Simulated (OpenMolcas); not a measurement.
# NO+ (nitrosonium): levels of theory compared

Wanted: a comparison of 6 runs (HF/STO-3G, B3LYP/3-21G, B3LYP/6-31G*, PBE0/def2-SVP, PBE0/def2-TZVP, CCSD/aug-cc-pVDZ) of NO+ (nitrosonium). 

The results are computed with OpenMolcas 26.06.

11 further runs of the same task are left out: 4 for a known fault of the program, 7 set aside as unsound or not needed.

## 1. The structure to begin with

The species is NO+ (2 atoms), meant as a singlet with charge +1. SMILES: `N#[O+]`. The bond length is the measured one.

Bond lengths: N1–O2 1.063 Å.

## 2. Energy and gradient at HF/STO-3G (run 1)

Input file job.input:

```
&GATEWAY
 BasLib=$CurrDir
 Coord
 2
 angstrom
 N        0.000000       0.000000       0.000000
 O        0.000000       0.000000       1.063220
 Basis=STO-3G
 Group=NoSym

&SEWARD

&SCF
 Charge=1
 Thresholds=1e-10 1e-07 1e-07 1e-05
 PrOrbitals=0

&ALASKA
```

The basis set STO-3G is read from a file made from the Basis Set Exchange's data (not shown).

Command:

```bash
$ export MOLCAS_MEM=1860
$ pymolcas job.input > job.log
```

Standard output:

```text
--- Start Module: gateway ---
[...]
--- Stop Module: gateway /rc=_RC_ALL_IS_WELL_ ---
[...]
      Basis functions           10
[...]
--- Start Module: scf ---
[...]
       Convergence after  13 Iterations
[...]
::    Total SCF energy                               -127.1861979733
[...]
      Total spin, S                                     0.0000000000
[...]
      Total electronic charge=   14.000000
      Total            charge=    1.000000
[...]
      Dipole Moment (debye):
      Origin of the operator (angstrom)=    0.0000    0.0000    0.5669
                   X=  8.6289E-17               Y=  6.0432E-17               Z= -3.8451E-01           Total=  3.8451E-01
      Center of Charge (angstrom)
[...]
--- Stop Module: scf /rc=_RC_ALL_IS_WELL_ ---
--- Start Module: alaska ---
[...]
 *              Molecular gradients               *
 **************************************************
  Irreducible representation: a
 ------------------------------------------------------------------------------------------
                              X                       Y                       Z
 ------------------------------------------------------------------------------------------
  N1               -1.18371290980293E-16    4.20622628332432E-16    2.95946620555629E-01
  O2                1.18371290980293E-16   -4.20622628332431E-16   -2.95946620555629E-01
 ------------------------------------------------------------------------------------------
--- Stop Module: alaska /rc=_RC_ALL_IS_WELL_ ---
[...]
```

Wall time 1.8 s (1 thread of Arm Neoverse V1, shared host); peak memory 0.37 GiB.

## 3. Energy and forces at B3LYP/3-21G (run 2)

Input file struct.xyz:

```xyz
2

N      0.000000     0.000000     0.000000
O      0.000000     0.000000     1.063220
```

Input file job.input:

```
&GATEWAY
 BasLib = $CurrDir
 Coord = struct.xyz
 Basis = 3-21G
 Group = NoSym

&SEWARD
 GridInput
 Grid=UltraFine
 End of Grid

&SCF
 Charge = 1
 KSDFT = B3LYP
 Thresholds = 1e-10 1e-07 1e-07 1e-05
 PrOrbitals = 1 2

&ALASKA
```

The basis set 3-21G is read from a file made from the Basis Set Exchange's data (not shown).

Command:

```bash
$ export MOLCAS_MEM=1860
$ pymolcas job.input > job.log
```

Standard output:

```text
--- Start Module: gateway ---
[...]
--- Stop Module: gateway /rc=_RC_ALL_IS_WELL_ ---
[...]
      Basis functions           18
[...]
--- Start Module: scf ---
[...]
       Convergence after  16 Iterations
[...]
::    Total KS-DFT energy                            -128.7758736095
[...]
      Total spin, S                                     0.0000000000
[...]
      Total electronic charge=   14.000000
      Total            charge=    1.000000
[...]
      Dipole Moment (debye):
      Origin of the operator (angstrom)=    0.0000    0.0000    0.5669
                   X= -2.6798E-16               Y=  4.5809E-17               Z= -5.8284E-01           Total=  5.8284E-01
      Center of Charge (angstrom)
[...]
--- Stop Module: scf /rc=_RC_ALL_IS_WELL_ ---
[...]
--- Start Module: alaska ---
[...]
 *              Molecular gradients               *
 **************************************************
  Irreducible representation: a
 ------------------------------------------------------------------------------------------
                              X                       Y                       Z
 ------------------------------------------------------------------------------------------
  N1                1.86501524677395E-15   -1.56932552698460E-15    5.99356169974534E-02
  O2               -1.86544899381739E-15    1.56498910127928E-15   -5.99356169974534E-02
 ------------------------------------------------------------------------------------------
--- Stop Module: alaska /rc=_RC_ALL_IS_WELL_ ---
[...]
```

It took 4.2 s on 1 thread of Arm Neoverse V1, shared host; peak memory 0.37 GiB.

Run 3 isn't shown in full; the table further down has it.

## 4. Energy and forces at PBE0/def2-SVP (run 4)

Input file run.inp:

```
* NO Kohn-Sham DFT

&GATEWAY
  BasLib=$CurrDir
  BasisSet
  N.def2-SVP....
  N1 0.000000 0.000000 0.000000 angstrom
  End of Basis
  BasisSet
  O.def2-SVP....
  O2 0.000000 0.000000 1.063220 angstrom
  End of Basis

&SEWARD
  GridInput
  Grid=UltraFine
  End of Grid

&SCF
  Charge=1
  KSDFT=PBE0
  Thresholds=1e-10 1e-07 1e-07 1e-05
  PrOrbitals=1 1

&ALASKA
```

The basis set def2-SVP is read from a file made from the Basis Set Exchange's data (not shown).

Command:

```bash
$ export MOLCAS_MEM=1860
$ pymolcas run.inp > run.log
```

Standard output:

```text
--- Start Module: gateway ---
[...]
--- Stop Module: gateway /rc=_RC_ALL_IS_WELL_ ---
[...]
      Basis functions           28
[...]
--- Start Module: scf ---
[...]
       Convergence after  13 Iterations
[...]
::    Total KS-DFT energy                            -129.2955247877
[...]
      Total spin, S                                     0.0000000000
[...]
      Total electronic charge=   14.000000
      Total            charge=    1.000000
[...]
      Dipole Moment (debye):
      Origin of the operator (angstrom)=    0.0000    0.0000    0.5669
                   X= -9.9207E-17               Y=  3.0649E-17               Z= -4.3408E-01           Total=  4.3408E-01
      Center of Charge (angstrom)
[...]
--- Stop Module: scf /rc=_RC_ALL_IS_WELL_ ---
[...]
--- Start Module: alaska ---
[...]
 *              Molecular gradients               *
 **************************************************
  Irreducible representation: a
 ------------------------------------------------------------------------------------------
                              X                       Y                       Z
 ------------------------------------------------------------------------------------------
  N1               -2.90693412395068E-16   -8.86615989540225E-15   -1.17069753395995E-02
  O2                2.86627548369126E-16    8.85640196996995E-15    1.17069753395924E-02
 ------------------------------------------------------------------------------------------
--- Stop Module: alaska /rc=_RC_ALL_IS_WELL_ ---
[...]
```

It took 4.5 s on 1 thread of Arm Neoverse V1, shared host; peak memory 0.37 GiB.

Run 5 isn't shown in full; the table further down has it.

## 5. The energy at CCSD/aug-cc-pVDZ (run 6)

Input file job.inp:

```
* NO CCSD

&GATEWAY
  BasLib=$CurrDir
  Coord
  2
  angstrom
  N        0.000000       0.000000       0.000000
  O        0.000000       0.000000       1.063220
  Basis=aug-cc-pVDZ
  Group=NoSym

&SEWARD

&SCF
  Charge=1
  Thresholds=1e-10 1e-07 1e-07 1e-05
  PrOrbitals=1

&RASSCF
  FileOrb=$Project.ScfOrb
  Spin=1
  Nactel=0 0 0
  Inactive=7
  Ras2=0
  OutOrbitals=Canonical
  OrbListing=NoCore

&MOTRA
  JobIph
  Frozen=2

&CCSDT
  CCSD
  Iterations=80
  Accuracy=1e-08
  Extrapolation=5 4
```

The basis set aug-cc-pVDZ is read from a file made from the Basis Set Exchange's data (not shown).

Command:

```bash
$ export MOLCAS_MEM=1860
$ pymolcas job.inp > job.log
```

Standard output:

```text
--- Start Module: gateway ---
[...]
--- Stop Module: gateway /rc=_RC_ALL_IS_WELL_ ---
[...]
      Basis functions           46
[...]
       Convergence after  13 Iterations
[...]
::    Total SCF energy                               -128.9338052699
[...]
      Total spin, S                                     0.0000000000
[...]
      Number of active orbitals                  0
[...]
      Spin quantum number                      0.0
[...]
      Active orbitals                            0
[...]
      Number of CSFs                             1
[...]
      Number of root(s) required                 1
[...]
      Convergence after  4 iterations
[...]
      Natural orbitals and occupation numbers for root  1
      ************************************************************************************************************************
      *                                                    Final results                                                     *
      ************************************************************************************************************************
[...]
::    RASSCF root number  1 Total energy:   -128.93380527
[...]
      Total electronic charge=   14.000000
      Total            charge=    1.000000
[...]
      Dipole Moment (debye):
      Origin of the operator (angstrom)=    0.0000    0.0000    0.5669
                   X=  1.0878E-15               Y=  4.2234E-16               Z= -6.3546E-01           Total=  6.3546E-01
      Center of Charge (angstrom)
[...]
--- Start Module: motra ---
[...]
      *** WARNING: Default frozen orbitals is overwritten by user input.
      *** Default values:   2
[...]
--- Stop Module: motra /rc=_RC_ALL_IS_WELL_ ---
--- Start Module: ccsdt ---
[...]
      Convergence after                    16  Iterations
      Total energy (diff) :    -129.27616043      -0.00000000
[...]
--- Stop Module: ccsdt /rc=_RC_ALL_IS_WELL_ ---
[...]
```

Run time: 3.6 s. Hardware: 1 thread of Arm Neoverse V1, shared host; peak memory 0.38 GiB.

## 6. Overview of the runs

| run | level | integration grid | task | energy (Eh) | HOMO energy (eV) | LUMO energy (eV) | HOMO–LUMO gap (eV) | wall time |
| --- | --- | --- | --- | --- | --- | --- | --- | --- |
| 1 | HF/STO-3G | – | gradient | -127.186198 | -30.52 | -7.99 | 22.53 | 1.8 s |
| 2 | B3LYP/3-21G | UltraFine | gradient | -128.775874 | -25.02 | -14.01 | 11.01 | 4.2 s |
| 3 | B3LYP/6-31G* (spherical functions) | UltraFine | gradient | -129.527310 | -25.06 | -13.55 | 11.52 | 4.8 s |
| 4 | PBE0/def2-SVP | UltraFine | gradient | -129.295525 | -25.38 | -13.26 | 12.12 | 4.5 s |
| 5 | PBE0/def2-TZVP | UltraFine | gradient | -129.456107 | -25.30 | -13.03 | 12.28 | 8.7 s |
| 6 | CCSD/aug-cc-pVDZ | – | energy | -129.276160 | -31.00 | -7.65 | 23.35 | 3.6 s |

## 7. Results

| quantity | value |
| --- | --- |
| run 6: total energy | -129.27616 Eh |
| run 6: HOMO energy (Hartree–Fock orbitals) | -31.00 eV |
| run 6: LUMO energy (Hartree–Fock orbitals) | -7.65 eV |
| run 6: HOMO–LUMO gap (Hartree–Fock orbitals) | 23.35 eV |
| run 6: correlation energy (2 core orbitals frozen) | -342.4 mEh |

Over runs 1, 2, 3, 4, 5 the HOMO–LUMO gap runs from 11.01 eV (B3LYP/3-21G) to 22.53 eV (HF/STO-3G). The two ends differ in method and basis. Totals of different functionals can't be ranked against each other. In run 1 the basis is minimal, so the values are rough. All runs together took 28 s, the longest 8.7 s.
